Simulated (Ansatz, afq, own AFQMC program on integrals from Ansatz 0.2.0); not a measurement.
Fe⁺, sextet in def2-SVP, levels against full CI

A free Fe cation.

Basis def2-SVP. Noble-gas cores (and the filled d shells of Ga–Kr and In–Xe) are frozen. Ansatz 0.2.0 and our own AFQMC program on the same integrals; the CISD trial comes from CCSD amplitudes, and released means the phaseless constraint is let go. Uncertainties: one standard error, sampling alone. The metal's outer-core s and p shells are frozen, which shifts wave-function levels against functionals.

Determinant: UHF, the one that the program's search chose, which needn't be the lowest solution.

Full CI on the same integrals is exact in this basis and with this determinant's frozen core.

Cautions: no relativity below Rb; outer-core shells of the metal frozen.

* T1 diagnostic: 0.0057
* weight of the determinant in the CISD state: 0.980
* ⟨S²⟩ of the determinant: 8.752
* size of the correlated space: 7 electrons in 22 orbitals

Reference: full CI, correlation energy -2.351 eV. The released energy is read at 4.20 1/Eh (meV from the phaseless value at times in 1/Eh: 0.0 ± 0.8 at 0.60, -3 ± 3 at 1.20, -0.2 ± 0.8 at 2.00, -0.4 ± 1.0 at 3.00, -0.3 ± 1.2 at 4.20).

```
         level  E − E(reference) (kJ/mol)  share of correlation (%)
            HF                      226.8                      0.00
           MP2                       16.7                     92.62
          CCSD                        3.8                     98.34
       CCSD(T)                        0.0                     99.99
         CCSDT                       -0.3                    100.12
      CCSDT(Q)                        0.0                    100.01
        CCSDTQ                        0.0                    100.01
 ph-AFQMC/CISD                 0.1 ± 0.06                     99.94
released AFQMC                  0.1 ± 0.1                     99.95
```

CCSDT and higher add their correlation energy to the determinant of the CCSD(T) run, since their own runs factorise the integrals more tightly (a shift of under 2 meV). A walk keeps the symmetry of its determinant, which the program's search chose and which needn't be the lowest solution, so a lower state of the same spin and another symmetry isn't excluded. Released energies are given only where the last usable release times agree within the noise; a slower fall can still hide under it.
